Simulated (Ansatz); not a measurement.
`CCC(F)CF` + H–F → `FCC(F)CF` + CH₄  (substitution at a C–C bond)

Program: Ansatz. Geometries: PBE0-D4/def2-TZVP. ΔE: electronic, gas phase. CCSD(T)/CBS is the MP2 limit (def2-TZVPP, def2-QZVPP) plus CCSD(T) − MP2 in def2-TZVPP, frozen cores. This one scheme is used for every species. DFT in def2-TZVPP. One conformer a species, not always the lowest.

`CCC(F)CF`:

```xyz
14

C    -1.032    0.850   -1.418
C    -0.393    0.676   -0.052
C     0.412   -0.601    0.058
F    -0.411   -1.688   -0.209
C     1.012   -0.782    1.424
F     1.891   -1.843    1.436
H    -1.615    1.772   -1.461
H    -0.274    0.895   -2.204
H    -1.699    0.017   -1.644
H    -1.161    0.674    0.729
H     0.274    1.517    0.162
H     1.211   -0.623   -0.694
H     1.560    0.119    1.715
H     0.224   -0.983    2.157
```

H–F:

Cartesian coordinates in Å:
```
F 0.161 -0.129 -0.411
H -0.161 0.129 0.411
```

`FCC(F)CF`:

Cartesian coordinates in Å:
```
F -0.737 1.806 -0.224
C 0.166 1.148 0.584
C -0.002 -0.345 0.480
F -1.150 -0.732 1.144
C -0.070 -0.824 -0.946
F 0.042 -2.196 -0.986
H 0.000 1.467 1.616
H 1.176 1.433 0.271
H 0.846 -0.824 0.985
H 0.752 -0.394 -1.527
H -1.023 -0.538 -1.396
```

CH₄:

Cartesian coordinates in Å:
```
C 0.000 0.000 0.000
H 0.101 0.824 -0.706
H -0.941 0.098 0.541
H 0.829 0.024 0.707
H 0.011 -0.945 -0.542
```

(1) Is it downhill or uphill in electronic energy at CCSD(T)/CBS, and by how much? (Best estimate.)

(2) What do these levels give: revPBE-D4, BLYP-D4, r2SCAN-D4, B97M-V, CAM-B3LYP-D4, PBE-QIDH, PBE, r2SCAN0, HF/def2-SVP, MP2/def2-SVP, HF/def2-TZVPP, HF/CBS(def2)? (Best estimate.)

Largest T1 diagnostic among the species: 0.011.

Results:

(1) Ansatz gave: Uphill: ΔE = +49.5 kJ/mol.

(2) The calculation gave: revPBE-D4 39.6, BLYP-D4 28.3, r2SCAN-D4 33.0, B97M-V 30.3, CAM-B3LYP-D4 30.8, PBE-QIDH 46.0, PBE 32.4, r2SCAN0 37.0, HF/def2-SVP 17.4, MP2/def2-SVP 42.3, HF/def2-TZVPP 23.4, HF/CBS(def2) 24.1 kJ/mol.

In def2-TZVPP, CCSD(T) changes the Hartree–Fock value by +21.3 kJ/mol (the triples alone add +1.5 kJ/mol) and MP2 by +30.3 kJ/mol. From BLYP to BHLYP (50 % exact exchange), in def2-TZVPP and without D4, ΔE moves by +8.5 kJ/mol. At CCSD(T), def2-SVP lies −15.2 kJ/mol from the extrapolated value and def2-TZVPP −4.9 kJ/mol.
